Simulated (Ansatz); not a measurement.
# CHBCl+ (triplet): wave-function methods side by side, cc-pVDZ

The task here is to estimate one member of a computed series from the others.

Computed with Ansatz 0.2.0, Gaussian basis. Level: cc-pVDZ, core rule «outside noble gas», up to 7 orbitals frozen.

To be run: UHF; CCSD(T) on ROHF; CCSD(T) on UHF; BCCD(T) on ROHF; CISD; CCSDT(Q) on ROHF; CCSDT(Q) on UHF; CASSCF and NEVPT2, 10 electrons in 10 orbitals.

26 further runs of the same task are left out: 9 that didn't finish, 17 set aside as unsound or not needed.

## The geometry

The geometry is a PBE0/def2-TZVP stationary point (not a proven minimum) of the parent state, kept for this charge and spin.

4 atoms, charge 1, spin multiplicity 3.

Atoms are counted from 1 here; the program's logs count them from 0.

Bond lengths: B1–C2 1.477 Å, C2–Cl3 1.724 Å, C2–H4 1.088 Å. Angles: B1–C2–Cl3 123.8°, B1–C2–H4 126.9°, Cl3–C2–H4 109.3°.

The first run:

in.yaml reads:

```yaml
crystal:
  periodic: [false, false, false]
  atoms:
    - {symbol: B, position_ang: [0.000000, -0.449484, 1.928752]}
    - {symbol: C, position_ang: [0.000000, 0.465571, 0.769072]}
    - {symbol: Cl, position_ang: [0.000000, -0.064811, -0.871300]}
    - {symbol: H, position_ang: [0.000000, 1.552953, 0.795047]}
basis:
  gaussian: {orbitals: cc-pVDZ}
total_charge: 1
magnetization: {spin_polarized: true, initial_magnetization: 2}
hamiltonian: {xc: hf}
output: {orbitals: {seedname: orbitals}}
```

Run with:

```console
$ ansatz run in.yaml --threads 1 --pin off --events-out ev --progress --plain --max-ram 2393MiB
```

Steps of the session up to this table: UHF; CCSD(T) on ROHF; CCSD(T) on UHF; BCCD(T) on ROHF; CISD; CCSDT(Q) on ROHF; CCSDT(Q) on UHF; CASSCF and NEVPT2, 10 electrons in 10 orbitals.

One of the session's tables, all rows but one given; the rest of the session is left out.

| method | from UCCSDT(Q) (kcal/mol) |
| --- | --- |
| ROHF | +205.81 |
| UHF | +204.15 |
| RMP2 | +28.94 |
| UMP2 | +29.08 |
| CISD | +26.66 |
| RCCSD | ? |
| UCCSD | +8.33 |
| RCCSD(T) | +1.43 |
| UCCSD(T) | +1.44 |
| BCCD(T) | +1.41 |
| RCCSDT | +0.59 |
| UCCSDT | +0.59 |
| RCCSDT(Q) | +0.12 |
| UCCSDT(Q) | 0 |
| CASSCF frontier | +148.11 |
| NEVPT2 frontier | +27.93 |

Estimate the missing values for RCCSD.

**Answer.** from UCCSDT(Q) (kcal/mol): +8.39. In the column «from UCCSDT(Q) (kcal/mol)» it lies between UCCSD (+8.33) and CISD (+26.66).

Limits of these values: Restricted and unrestricted rows rest on different reference determinants; where their highest levels disagree by more than a few hundredths of an eV, they describe different states and don't form one ladder.
